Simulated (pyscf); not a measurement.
PySCF, gas phase, ωB97X-D3(BJ)/def2-SVP geometries.

Problem. Estimate by transition-state theory the rate constant of H₃C–CH₂–SiH₂• + H₂ -> H₃C–CH₂–SiH₃ + H• (doublet surface; H–H broken, H–Si formed) at 298 K, with ωB97M-D3(BJ)/def2-TZVP energies (ideal gas, 1 atm, RRHO with modes under 100 cm⁻¹ raised to 100, one conformer, R ln 2 for rigid chiral ones; no tunnelling).

Solution. The electronic barrier is 15.3 kcal/mol and the thermal terms add +5.3, so ΔG‡ = 20.6 kcal/mol. With k_BT/h = 6.21e+12 s⁻¹ and RT = 0.592 kcal/mol, and a volume of 4.06e-20 cm³ per molecule at 1 atm, k = 1.9e-22 cm³ molecule⁻¹ s⁻¹. Wigner's tunnelling factor for 960i cm⁻¹ would be 1.89, likely too low at so high a frequency. A shift of 1 kcal/mol in the barrier changes k by a factor 5.4. H₃C–CH₂–SiH₂• lies 11.7 kcal/mol over its isomer H₃C–SiH•–CH₃, and others may lie lower still (electronic energy, ωB97M-D3(BJ)). H₃C–CH₂–SiH₃ lies 12.8 kcal/mol over its isomer H₃C–SiH₂–CH₃, and others may lie lower still (electronic energy, ωB97M-D3(BJ)). One saddle was located; it need not be the lowest between these sides. The angle at the transferred H is 177°.
